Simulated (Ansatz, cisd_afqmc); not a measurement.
System: F, charge 0, doublet.

Total energies in aug-cc-pVTZ, 7 correlated electrons, 1 frozen orbitals. UHF or UKS for unpaired electrons; spin-orbit terms are left out. Cores are frozen in correlated methods. No relativity. AFQMC/CISD: phaseless, guided by CISD from CCSD amplitudes; bars are statistical, one sigma. Outlying blocks are dropped, and bars are widened where a walk drifts. Over all cases where full CI ran beside it in this data, AFQMC minus full CI had a median of +0.1 mEh and passed +0.4 mEh in a tenth of the cases.

```tsv
method	program	energy (Eh)	minus CCSDTQ (mEh)
HF	Ansatz	-99.40688	221.24
MP2	Ansatz	-99.61211	16.02
CCSD	Ansatz	-99.62345	4.67
CCSD(T)	Ansatz	-99.62783	0.30
CCSDT(Q)	Ansatz	-99.62813	-0.01
CCSDTQ	Ansatz	-99.62812	0.00
AFQMC/CISD	cisd_afqmc	-99.6279 ± 0.0001	0.2 ± 0.1
```

Ansatz is an electronic-structure program.
